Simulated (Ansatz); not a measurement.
# Interaction energy ladder

The pair of CH4 (SMILES C, atoms 1–5) and SiH3F (SMILES [SiH3]F, atoms 6–10), both closed shells, in one local arrangement (a lower one may exist), relaxed at PBE0-D4/def2-TZVP:

```
10
angstrom
C -0.0721 -0.1520 -1.8863
H -0.3033 -0.3570 -2.9313
H -0.8105 -0.6386 -1.2494
H -0.0950 0.9245 -1.7164
H 0.9211 -0.5367 -1.6544
Si 0.1044 0.1755 1.8956
F -1.1480 -0.7405 1.5017
H 0.1508 0.2790 3.3734
H -0.0831 1.5129 1.2867
H 1.3357 -0.4669 1.3802
```

Program: Ansatz 0.2.0. Basis: def2-TZVPPD, with def2-QZVPPD for the basis limit. Cores are frozen in the correlated methods. B3LYP uses VWN-RPA correlation. Extrapolation: Hartree–Fock as exp(−7.88 √X), correlation as X^−2.97. Interaction energies count from these two fragments, frozen as in the pair, with the counterpoise correction; negative means bound.

Question: What is the interaction energy by CCSD(T) at an estimated basis limit (MP2 extrapolated from triple and quadruple zeta, plus CCSD(T) − MP2 in triple zeta)? (An estimate is asked for; the value comes from the calculation.)

Answer: Computed: -0.95 kcal/mol. Hartree–Fock alone gives 0.43 kcal/mol at the basis limit, so without correlation the pair would not bind at this distance. It counts from the two fragments frozen as in the pair.

The same quantity by other methods in triple zeta, and each one's difference from that estimate:
```csv
method,E_int (kcal/mol),difference
PBE-D4,-1.21,-0.26
revPBE-D4,-1.05,-0.10
BLYP-D4,-0.88,0.06
r2SCAN-D4,-0.95,-0.01
B97M-V,-0.92,0.02
PBE0-D4,-1.11,-0.16
B3LYP-D4,-1.01,-0.06
HSE06-D4,-1.10,-0.15
wB97X-V,-1.01,-0.06
wB97M-V,-0.92,0.02
B2PLYP,-0.14,0.81
HF,0.43,1.38
MP2,-0.73,0.22
CCSD,-0.64,0.31
CCSD(T),-0.81,0.14
```
Differences are method less estimate.

Question: Which atoms make the shortest contact between the fragments?

Answer: H3 and F7, 2.77 Å apart.

Basis-set superposition shift (counterpoise-corrected less uncorrected): CCSD(T) 0.30; MP2 0.29; HF 0.05; PBE0-D4 0.05; wB97M-V 0.06 kcal/mol.

The T1 diagnostic stays at or below 0.012.

For scale, one of the runs: CCSD(T)/def2-TZVPPD, 244 basis functions, launched by `ansatz run in.yaml --threads 4 --pin off --events-out ev --progress --plain --max-ram 9574MiB`. Time: 67 s of wall clock on 4 CPU threads of an Arm Neoverse V2; the host was shared. Peak host memory: 4.8 GiB.
